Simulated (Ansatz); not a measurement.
A nudged elastic band was laid between two geometries of CH$_{4}$BF (7 atoms, charge 0, multiplicity 1).

Computed with RKS r2SCAN-D4/def2-TZVP in Ansatz 0.2.0.

- movable images: 7
- climbing image: yes
- spring: 5.0 eV/Å²
- optimiser: quadratic models (default)
- start path: through a guess of the saddle point
- force threshold: 0.03 eV/Å
- iteration limit: 60
- end points: relaxed

Initial state:

```xyz
7
Properties=species:S:1:pos:R:3
B -0.740 0.020 -0.449
F -0.920 -0.812 -1.473
C 0.583 -0.011 0.363
H 1.293 -0.767 0.025
H -1.649 0.768 -0.211
H 0.367 -0.171 1.425
H 1.065 0.973 0.320
```

Final state:

```xyz
7
Properties=species:S:1:pos:R:3
B -0.890 0.721 0.216
F 0.385 -1.629 -1.524
C 0.376 0.374 0.634
H 0.275 -0.969 -0.856
H -1.967 0.987 -0.165
H 0.547 -0.339 1.437
H 1.274 0.857 0.258
```

(1) Which bonds break or form, and what moves?

(2) What energy profile does the band end with?

(3) What is the geometry of the highest image?

The band took 27 iterations and about 18 core-minutes.

## Answers

(1) Bonds broken: B1–F2, C3–H4. Bonds formed: F2–H4. CH4BF becomes CH3B + FH.

(2) The forces met the threshold. The highest image is number 5 of 0 to 8, 84.0 kcal/mol above the first end and 4.7 kcal/mol above the last; the last end lies 79.2 kcal/mol above the first. Neighbouring images differ by up to 1.8 eV, so the band resolves the path poorly. A vibrational analysis at the climbing image gives one clearly imaginary mode, 611i cm⁻¹: a first-order saddle point. The orbitals stay closed-shell, which can raise the energy where a bond breaks towards radicals; this wasn't checked here.

```csv
image,path coordinate (Å),energy (kcal/mol),B1–F2 (Å),C3–H4 (Å),F2–H4 (Å)
0,0.00,0.0,1.33,1.09,2.67
1,0.55,0.1,1.33,1.09,2.69
2,1.10,0.3,1.33,1.10,2.75
3,1.65,8.4,1.34,1.11,2.19
4,2.20,49.5,1.45,1.29,1.56
5,2.75,84.0,1.73,1.74,1.04
6,3.43,81.3,2.50,2.09,0.95
7,4.11,79.9,2.93,2.07,0.95
8,4.79,79.2,3.19,2.01,0.95
```

(3) 
```xyz
7
Properties=species:S:1:pos:R:3
B -0.713 0.235 -0.125
F -0.174 -0.610 -1.541
C 0.491 0.265 0.623
H 0.325 -0.886 -0.668
H -1.887 0.297 -0.193
H 0.465 0.383 1.702
H 1.492 0.315 0.201
```

Run time: 5 min on 4 threads of Arm Neoverse N1, with other jobs on the host, peak memory 0.18 GiB.
